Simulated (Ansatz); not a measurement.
How the Voigt–Reuss–Hill shear modulus of zinc-blende GaAs moves with the method

No measured value is used here.

```csv
level (code),value (GPa),cell (Å³/atom)
LDA (Ansatz),45.9,21.99
PBE (Ansatz),40.7,23.70
PBE-D3(BJ) (Ansatz),[?],22.85
r²SCAN (Ansatz),[?],22.75
LC-ωPBE (Ansatz),58.1,21.64
Hartree–Fock (Ansatz),58.0,23.83
```

**Question.** Fill in the missing entries.

**Answer.** 
- PBE-D3(BJ) (Ansatz, an electronic-structure program), value (GPa): 42.6
- r²SCAN (Ansatz), value (GPa): 47.7

PBE-D3(BJ): the dispersion coefficients are held fixed in the derivatives. Each level is taken at its own relaxed cell. Cutoffs and k meshes differ between the levels. Ansatz's density-functional and Hartree–Fock values are scalar-relativistic unless marked +SOC, with PAW data made under PBE.
